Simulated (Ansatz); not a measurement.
# BClH2: the cost of one run

The runs use Ansatz 0.2.0, Gaussian basis; PBE0-D4/def2-TZVP structures, single points in def2-TZVPP, no counterpoise correction.

Levels: SPW92, PBE-D4, BLYP-D4, r2SCAN-D4, B97M-V, PBE0-D4, B3LYP-D4, r2SCAN0-D4, BHLYP-D4, CAM-B3LYP-D4, wB97X-V, wB97M-V, B2PLYP, PBE-QIDH, RPA on PBE, Hartree-Fock, MP2, CCSD, CCSD(T).

Correlated methods freeze the cores. B3LYP uses VWN-RPA correlation. B2PLYP carries no dispersion term here.

94 further runs of the same task are left out: 94 set aside as unsound or not needed.

## Step 1: Starting geometry

The complex: 9 atoms, charge 0, spin multiplicity 1.

Atoms are counted from 1 here; the program's logs count them from 0.

Bond lengths: B1–Cl2 1.807 Å, B1–H3 1.218 Å, B1–H4 1.196 Å, B1–H5 1.327 Å, H5–Si6 1.614 Å, Si6–H7 1.477 Å, Si6–H8 1.489 Å, Si6–H9 1.474 Å. Angles: Cl2–B1–H3 114.3°, Cl2–B1–H4 118.4°, Cl2–B1–H5 106.5°, H3–B1–H4 111.2°, H3–B1–H5 109.9°, H4–B1–H5 94.4°, B1–H5–Si6 98.3°, H5–Si6–H7 108.6°, H5–Si6–H8 89.6°, H5–Si6–H9 121.0°, H7–Si6–H8 109.4°, H7–Si6–H9 115.9°, H8–Si6–H9 108.8°.

As a file:

```
B    -1.00461   -0.43522   -0.34947
Cl   -1.58602    0.54253   -1.75398
H    -0.07828   -1.18206   -0.60822
H    -1.81697   -0.97773    0.34105
H    -0.63803    0.43153    0.58607
Si    0.96028    0.33030    0.38583
H     1.46437   -0.80539    1.18344
H     1.12755    1.59180    1.15878
H     1.57171    0.50404   -0.94360
```

Its parts: BH₂Cl holds atoms 1, 2, 3, 4; SiH₄ holds atoms 5, 6, 7, 8, 9. Each part counts its atoms afresh in its own runs.

## Step 2: Relaxing BH₂Cl alone

The input, relax-a/in.yaml:

```yaml
crystal:
  periodic: [false, false, false]
  atoms:
    - {symbol: B, position_ang: [-1.004611, -0.435217, -0.349466]}
    - {symbol: Cl, position_ang: [-1.586016, 0.542534, -1.753980]}
    - {symbol: H, position_ang: [-0.078282, -1.182059, -0.608224]}
    - {symbol: H, position_ang: [-1.816969, -0.977734, 0.341047]}
basis:
  gaussian: {orbitals: def2-TZVP}
hamiltonian: {xc: pbe0, dispersion: d4}
relax: {f_tol: 0.005, max_steps: 200}
```

Launch:

```console
$ ansatz run in.yaml --threads 2 --pin off --events-out ev --progress --plain --max-ram 4352MiB
```

**Question.** How long does this run take on 2 threads of Intel Xeon 6975P-C, shared host?

About 2.4 s.
